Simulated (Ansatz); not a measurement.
A made-up structure of BSiH$_{2}$F, singlet:

B1  (-0.868, -0.733, -0.401)
Si2  (0.439, 0.357, 0.321)
F3  (-0.473, -1.317, -1.656)
H4  (-1.801, -1.457, -0.418)
H5  (1.839, -0.104, 0.424)
(Å)

It is relaxed with PBE-D4/def2-SVP and then PBE0-D4/def2-TZVP (Ansatz 0.2.0). Atoms count as bonded within 1.22 times the sum of their covalent radii (H–H: 0.88 Å). The end point is not checked to be a true minimum.

Does its bonding change? (A judgement: the text doesn't fix the answer.)

By the calculation: Yes. Formed: B1–H5, Si2–H4; broken: none.

Where it ends: The first stage lowers the energy by 2.37 eV in 20 steps. It ends as BSiH₂F ([F][B]12[H][Si]1[H]2):
```csv
atom,x (Å),y (Å),z (Å)
B1,-0.2613,-0.6525,-0.8285
Si2,-0.0342,0.5057,0.5672
F3,-0.4226,-1.4899,-1.8223
H4,-1.0022,-0.8322,0.3480
H5,0.8570,-0.7853,0.0066
```

Labels in which every atom is bracketed show which atoms are joined, not bond orders.

For scale, one of the runs: PBE0-D4/def2-TZVP relaxation, 111 basis functions, launched by `ansatz run in.yaml --threads 2 --pin off --events-out ev --progress --plain --max-ram 4352MiB`. The run took about 2.9 s on 2 CPU threads of an AMD EPYC 9R45 (shared host).
